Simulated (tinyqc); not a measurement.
Inside a calculation. Method: RHF in the sto-3g basis, for HF, spin multiplicity 1. One step of it, computed by the program tinyqc.

Problem. Iteration 1: building the Fock matrix. J_ij = sum D_kl (ij|kl), K_ij = sum D_kl (ik|jl); F = H + J - 0.5 K; E = tr D H + tr D J / 2 - 0.25 tr D K + E_nn.

D at the start:
```
,1F 1s,1F 2s,1F 2px,1F 2py,1F 2pz,2H 1s
1F 1s,1.396876,0.248107,0.067578,0.305633,-0.654694,-0.263326
1F 2s,0.248107,1.991612,-0.079008,-0.357325,1.309939,-1.149024
1F 2px,0.067578,-0.079008,1.993800,-0.028039,0.052848,0.043462
1F 2py,0.305633,-0.357325,-0.028039,1.873188,0.239013,0.196562
1F 2pz,-0.654694,1.309939,0.052848,0.239013,2.010678,-1.604349
2H 1s,-0.263326,-1.149024,0.043462,0.196562,-1.604349,2.996627
```

core Hamiltonian H = T + V (hartree):
```
,1F 1s,1F 2s,1F 2px,1F 2py,1F 2pz,2H 1s
1F 1s,-40.653479,-9.539237,0.000000,0.000000,-0.017859,-2.383561
1F 2s,-9.539237,-11.123200,0.000000,0.000000,-0.207987,-4.667186
1F 2px,0.000000,0.000000,-8.772815,0.000000,0.000000,0.000000
1F 2py,0.000000,0.000000,0.000000,-8.772815,0.000000,0.000000
1F 2pz,-0.017859,-0.207987,0.000000,0.000000,-8.915443,-2.904563
2H 1s,-2.383561,-4.667186,0.000000,0.000000,-2.904563,-5.799904
```

Two-electron integrals (ij|kl) in chemists' order, unique and non-zero (hartree):
```
i,j,k,l,(ij|kl)
1,1,1,1,5.403501
2,1,1,1,0.841920
2,1,2,1,0.156299
2,2,1,1,1.268028
2,2,2,1,0.292344
2,2,2,2,0.926167
3,1,3,1,0.027998
3,2,3,1,0.043169
3,2,3,2,0.204588
3,3,1,1,1.264502
3,3,2,1,0.292403
3,3,2,2,0.925959
3,3,3,3,0.997514
4,1,4,1,0.027998
4,2,4,1,0.043169
4,2,4,2,0.204588
4,3,4,3,0.053770
4,4,1,1,1.264502
4,4,2,1,0.292403
4,4,2,2,0.925959
4,4,3,3,0.889973
4,4,4,4,0.997514
5,1,5,1,0.027998
5,2,5,1,0.043169
5,2,5,2,0.204588
5,3,5,3,0.053770
5,4,5,4,0.053770
5,5,1,1,1.264502
5,5,2,1,0.292403
5,5,2,2,0.925959
5,5,3,3,0.889973
5,5,4,4,0.889973
5,5,5,5,0.997514
6,1,1,1,0.212777
6,1,2,1,0.039113
6,1,2,2,0.072515
6,1,3,3,0.072413
6,1,4,4,0.072413
6,1,5,1,0.001561
6,1,5,2,0.002907
6,1,5,5,0.072730
6,1,6,1,0.009885
6,2,1,1,0.484095
6,2,2,1,0.112873
6,2,2,2,0.392726
6,2,3,3,0.387398
6,2,4,4,0.387398
6,2,5,1,0.007533
6,2,5,2,0.056295
6,2,5,5,0.403018
6,2,6,1,0.028548
6,2,6,2,0.196612
6,3,3,1,0.012464
6,3,3,2,0.071378
6,3,5,3,0.012131
6,3,6,3,0.030784
6,4,4,1,0.012464
6,4,4,2,0.071378
6,4,5,4,0.012131
6,4,6,4,0.030784
6,5,1,1,0.304448
6,5,2,1,0.071977
6,5,2,2,0.268379
6,5,3,3,0.256499
6,5,4,4,0.256499
6,5,5,1,0.016754
6,5,5,2,0.108707
6,5,5,5,0.291846
6,5,6,1,0.019053
6,5,6,2,0.164635
6,5,6,5,0.167938
6,6,1,1,0.591569
6,6,2,1,0.140176
6,6,2,2,0.557297
6,6,3,3,0.537618
6,6,4,4,0.537618
6,6,5,1,0.013124
6,6,5,2,0.132817
6,6,5,5,0.596007
6,6,6,1,0.035761
6,6,6,2,0.338820
6,6,6,5,0.329656
6,6,6,6,0.774606
```

nuclear repulsion = 5.65628848 hartree

Give: Coulomb J; exchange K; Fock matrix F; total energy of this density.

Solution.

Coulomb J (hartree):
```
,1F 1s,1F 2s,1F 2px,1F 2py,1F 2pz,2H 1s
1F 1s,17.4948,3.4636,-0.0020,-0.0088,0.0439,0.8681
1F 2s,3.4636,9.0716,-0.0203,-0.0918,0.3978,3.9806
1F 2px,-0.0020,-0.0203,9.0606,-0.0030,0.0067,-0.0056
1F 2py,-0.0088,-0.0918,-0.0030,9.0476,0.0305,-0.0255
1F 2pz,0.0439,0.3978,0.0067,0.0305,9.0879,2.8977
2H 1s,0.8681,3.9806,-0.0056,-0.0255,2.8977,6.0799
```

exchange K (hartree):
```
,1F 1s,1F 2s,1F 2px,1F 2py,1F 2pz,2H 1s
1F 1s,8.2643,2.0834,0.0645,0.2918,-0.6597,0.3408
1F 2s,2.0834,2.8570,-0.0467,-0.2112,0.5396,1.3811
1F 2px,0.0645,-0.0467,2.5484,-0.0265,0.0616,0.0084
1F 2py,0.2918,-0.2112,-0.0265,2.4346,0.2784,0.0379
1F 2pz,-0.6597,0.5396,0.0616,0.2784,1.9898,0.7743
2H 1s,0.3408,1.3811,0.0084,0.0379,0.7743,1.7486
```

Fock matrix F (hartree):
```
,1F 1s,1F 2s,1F 2px,1F 2py,1F 2pz,2H 1s
1F 1s,-27.2908,-7.1173,-0.0342,-0.1547,0.3559,-1.6859
1F 2s,-7.1173,-3.4802,0.0031,0.0139,-0.0800,-1.3771
1F 2px,-0.0342,0.0031,-0.9864,0.0102,-0.0240,-0.0098
1F 2py,-0.1547,0.0139,0.0102,-0.9425,-0.1087,-0.0445
1F 2pz,0.3559,-0.0800,-0.0240,-0.1087,-0.8224,-0.3941
2H 1s,-1.6859,-1.3771,-0.0098,-0.0445,-0.3941,-0.5943
```

total energy of this density = -86.053230 hartree
